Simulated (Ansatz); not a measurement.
Reaction (substitution at a C–O bond): `CC(O)(F)F` + `C=N` → `C=NC(C)(F)F` + H₂O

Gas-phase electronic energies from Ansatz, PBE0-D4/def2-TZVP geometries. CCSD(T)/CBS is the MP2 limit (def2-TZVPP, def2-QZVPP) plus CCSD(T) − MP2 in def2-TZVPP, frozen cores. This one scheme is used for every species. Functionals use def2-TZVPP. Each species was taken in one conformer, which may not be the lowest.

| level | ΔE (kJ/mol) |
| --- | --- |
| r2SCAN | 7.7 |
| HF/CBS(def2) | 16.6 |

Question: What does CCSD(T)/CBS give? (Best estimate.)

Answer: Computed: -0.8 kJ/mol. The listed levels differ from it by 8.5, 17.4 kJ/mol.

Largest T1 diagnostic among the species: 0.012.

The D4 term adds −5.7 kJ/mol with B3LYP and −3.2 kJ/mol with PBE0; it sums over pairs of atoms, weighted by their polarisabilities, and B3LYP, whose exchange is more repulsive, gets the larger term. In def2-TZVPP, CCSD(T) changes the Hartree–Fock value by −13.6 kJ/mol (the triples alone add −2.0 kJ/mol) and MP2 by −18.8 kJ/mol.

B3LYP here is the variant with VWN-RPA as its local correlation; programs differ in this.
